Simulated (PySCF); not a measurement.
N₂, SMILES N#N (connectivity only; charge and spin as stated), charge +1, multiplicity 2. Atoms are numbered in the order given.

```xyz
2

N      0.0000     0.0000    -0.5521
N      0.0000     0.0000     0.5521
```
Charge +1, spin multiplicity 2.

Coordinates come from a B3LYP-D3(BJ)/def2-TZVPD optimisation.

All values below come from PySCF with PBE/pcH-1.

Unrestricted Kohn–Sham, ⟨S²⟩ = 0.752. Hyperfine tensors hold the contact and dipolar terms, without spin-orbit corrections.

Computed hyperfine couplings:
```json
[
 {"nucleus": "14N no. 1", "A(iso) (MHz)": "107.6", "A(iso) (G)": "38.4", "dipolar principal values (MHz)": "-29.4, -29.4, 58.8"},
 {"nucleus": "14N no. 2", "A(iso) (MHz)": "107.6", "A(iso) (G)": "38.4", "dipolar principal values (MHz)": "-29.4, -29.4, 58.8"}
]
```
